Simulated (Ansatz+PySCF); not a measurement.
**doublet C₆H₅: levels of theory in one basis**

```xyz
11

C    -0.0330    1.5028    0.0000
C     1.2309    0.7567    0.0000
C     1.2217   -0.7054    0.0000
C    -0.0398   -1.4444    0.0000
C    -1.3179   -0.7228    0.0000
C    -1.2513    0.7224    0.0000
H    -0.0428    2.5987    0.0000
H     2.1839    1.3003    0.0000
H     2.1711   -1.2535    0.0000
H    -0.0342   -2.5414    0.0000
H    -2.2719   -1.2623    0.0000
```

Basis set: cc-pVTZ (spherical functions). Correlated methods keep 6 orbitals frozen. Correlation on ROHF uses semicanonical orbitals with singles. Charge 0, multiplicity 2.

Computed with Ansatz (development build ahead of 0.2.0); each method stands on the lowest determinant of its kind that the runs found.

```tsv
method	E − E(ROHF) (eV)	<S²> of the determinant
ROHF	0.00	0.75
UHF	-0.70	1.75
UHF-MP2	-23.63	1.75
ROHF-CCSD(T)	-27.40	–
```

Question: What does ROHF-MP2 give on the same scale?

Answer: -25.21 eV.

The restricted and unrestricted rows may stand on different electronic states: another unrestricted solution lies nearer the restricted one.

Caution for ROHF, ROHF-MP2, ROHF-CCSD(T): an unrestricted determinant lies well below. Caution for UHF, UHF-MP2: the unrestricted determinant is a mixture of spin states; the determinant may break the point group. Caution for UHF-MP2: another reference gives a lower total.
